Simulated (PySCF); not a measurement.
**Relaxing a trial structure of AlBHN**

The starting geometry of this gas-phase singlet was optimised with GFN2-xTB.

```yaml
atoms:
  - { symbol: Al, position_ang: [0.8333, 0.7532, -0.3483] }
  - { symbol: B, position_ang: [-1.0710, 1.2928, 0.2526] }
  - { symbol: N, position_ang: [-0.6597, 0.2935, 0.9937] }
  - { symbol: H, position_ang: [-0.9179, -0.3169, 1.7499] }
```

Problem. Where would you expect an optimisation with PBE0-D4/def2-SVP to take it?

Solution. A bond breaks, giving a structure given below by its coordinates. Contacts that open: Al1–N3 (2.06 → 3.45 Å).

The energy falls by 0.59 eV over 29 steps:

```tsv
step	E − E(last) (eV)
1	0.589
4	0.441
7	0.419
10	0.408
13	0.386
17	0.349
20	0.158
23	0.093
26	0.003
29	0.000
```

Final geometry (Å):

```xyz
4

Al    1.0171    1.4419   -1.1533
B    -0.2596    0.6186    0.4344
N    -0.9882    0.1499    1.3396
H    -1.5647   -0.2259    2.0642
```

The end wasn't checked by frequencies. Run with PySCF 2.14.0, 34 s on 2 threads of Intel(R) Xeon(R) 6975P-C (Granite Rapids), on a shared host.
